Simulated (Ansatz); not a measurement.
Consider the substitution at a C–C bond: `COC(F)CCl` + CH₃OH → `COC(F)OC` + `CCl`.

Program: Ansatz. Geometries: PBE0-D4/def2-TZVP. ΔE: electronic, gas phase. CCSD(T)/CBS is the MP2 limit (def2-TZVPP, def2-QZVPP) plus CCSD(T) − MP2 in def2-TZVPP, frozen cores. This one scheme is used for every species. DFT in def2-TZVPP. B3LYP here is the variant with VWN-RPA as its local correlation; programs differ in this. One conformer a species, not always the lowest.

`COC(F)CCl`:

```xyz
12

C     0.850    1.646    0.355
O     0.026    0.533    0.640
C    -0.203   -0.281   -0.425
F    -1.085    0.327   -1.314
C    -0.866   -1.554    0.041
Cl    0.285   -2.578    0.916
H     0.362    2.332   -0.343
H     1.810    1.322   -0.064
H     1.027    2.157    1.300
H     0.714   -0.480   -0.997
H    -1.691   -1.312    0.709
H    -1.230   -2.112   -0.818
```

CH₃OH:

Cartesian coordinates in Å:
```
C 0.026 -0.309 -0.176
O 0.202 0.596 0.891
H 0.490 -1.249 0.123
H 0.512 0.033 -1.098
H -1.032 -0.504 -0.389
H -0.198 1.433 0.649
```

`COC(F)OC`:

Z-matrix (Å, degrees):
```
C
O 1 1.412
H 1 1.097 2 111.1
H 1 1.089 2 106.8 3 -118.8
H 1 1.093 2 111.3 3 121.8
C 2 1.369 1 114.0 3 -54.3
O 6 1.360 2 110.1 1 172.5
F 6 1.363 2 110.3 1 -70.6
H 6 1.106 2 110.8 1 47.6
C 7 1.412 6 113.6 2 -69.5
H 10 1.088 7 106.6 6 -174.1
H 10 1.097 7 111.0 6 -55.5
H 10 1.093 7 111.4 6 66.4
```

`CCl`:

Cartesian coordinates in Å:
```
C 0.087 0.017 -0.116
Cl -0.976 -0.187 1.288
H -0.473 0.507 -0.908
H 0.423 -0.964 -0.443
H 0.938 0.628 0.178
```

```json
{"level": "PBE-D4", "ΔE (kJ/mol)": "-1.8", "difference from CCSD(T)/CBS": "-4.7"}
{"level": "ωB97X-V", "ΔE (kJ/mol)": "-4.0", "difference from CCSD(T)/CBS": "-6.9"}
{"level": "PBE", "ΔE (kJ/mol)": "-2.8", "difference from CCSD(T)/CBS": "-5.7"}
{"level": "B3LYP", "ΔE (kJ/mol)": "-4.7", "difference from CCSD(T)/CBS": "-7.6"}
{"level": "MP2/def2-TZVPP", "ΔE (kJ/mol)": "1.6", "difference from CCSD(T)/CBS": "-1.3"}
{"level": "CCSD/def2-TZVPP", "ΔE (kJ/mol)": "-2.0", "difference from CCSD(T)/CBS": "-4.9"}
{"level": "CCSD(T)/def2-TZVPP", "ΔE (kJ/mol)": "-1.7", "difference from CCSD(T)/CBS": "-4.6"}
{"level": "HF/def2-QZVPP", "ΔE (kJ/mol)": "-11.6", "difference from CCSD(T)/CBS": "-14.5"}
{"level": "SCS-MP2/def2-QZVPP", "ΔE (kJ/mol)": "2.7", "difference from CCSD(T)/CBS": "-0.2"}
{"level": "CCSD/CBS(def2)", "ΔE (kJ/mol)": "2.6", "difference from CCSD(T)/CBS": "-0.3"}
{"level": "CCSD(T)/CBS", "ΔE (kJ/mol)": "2.9", "difference from CCSD(T)/CBS": "0"}
```

Largest T1 diagnostic among the species: 0.011.

In def2-TZVPP, CCSD(T) changes the Hartree–Fock value by +10.1 kJ/mol (the triples alone add +0.3 kJ/mol) and MP2 by +13.4 kJ/mol.
